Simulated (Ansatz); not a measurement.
# BH₂+ (singlet): the correlation ladder at angle H2–B1–H3 = 180.0°, aug-cc-pVTZ

The task here is to estimate one member of a computed series from the others.

Program: Ansatz 0.2.0, Gaussian basis. Level of theory: aug-cc-pVTZ, core rule «outside noble gas», up to 1 orbitals frozen. These are calculated values, not measurements.

To be run: UHF; CCSD(T) on RHF; BCCD(T) on RHF; CCSDT(Q) on RHF; CASSCF and NEVPT2, 4 electrons in 6 orbitals; Full CI.

7 further runs of the same task are left out: 1 for a known fault of the program, 4 that didn't finish, 2 set aside as unsound or not needed.

## The system

The geometry derives from a PBE0/def2-TZVP stationary point (not a proven minimum). One angle is set to the value named; bond lengths are kept.

3 atoms, charge 1, spin multiplicity 1.

Atoms are counted from 1 here; the program's logs count them from 0.

Bond lengths: B1–H2 1.179 Å, B1–H3 1.179 Å. Angles: H2–B1–H3 180.0°.

Set-up of the first run:

in.yaml

```yaml
crystal:
  periodic: [false, false, false]
  atoms:
    - {symbol: B, position_ang: [0.000000, 0.000000, 0.000000]}
    - {symbol: H, position_ang: [0.000000, 0.000000, -1.179181]}
    - {symbol: H, position_ang: [0.000000, 0.000000, 1.179181]}
basis:
  gaussian: {orbitals: aug-cc-pVTZ}
total_charge: 1
magnetization: {spin_polarized: true, initial_magnetization: 0}
hamiltonian: {xc: hf}
output: {orbitals: {seedname: orbitals}}
```

Run with:

```sh
$ ansatz run in.yaml --threads 1 --pin off --events-out ev --progress --plain --max-ram 2393MiB
```

Steps of the session up to this table: UHF; CCSD(T) on RHF; BCCD(T) on RHF; CCSDT(Q) on RHF; CASSCF and NEVPT2, 4 electrons in 6 orbitals; Full CI.

One of the session's tables, all rows but one given; the rest of the session is left out.

It belongs to the step «Misses and costs». 

```
        method  from FCI (kJ/mol)
           RHF                  ?
          RMP2              +47.1
         RCCSD               +3.2
      RCCSD(T)               +0.7
       BCCD(T)               +0.7
        RCCSDT               +0.1
     RCCSDT(Q)                0.0
CASSCF valence             +119.5
NEVPT2 valence              +25.2
           FCI                  0
```

**Question.** Estimate the row for RHF.

**Answer.** from FCI (kJ/mol): +228.6. In the column «from FCI (kJ/mol)» it is the highest.
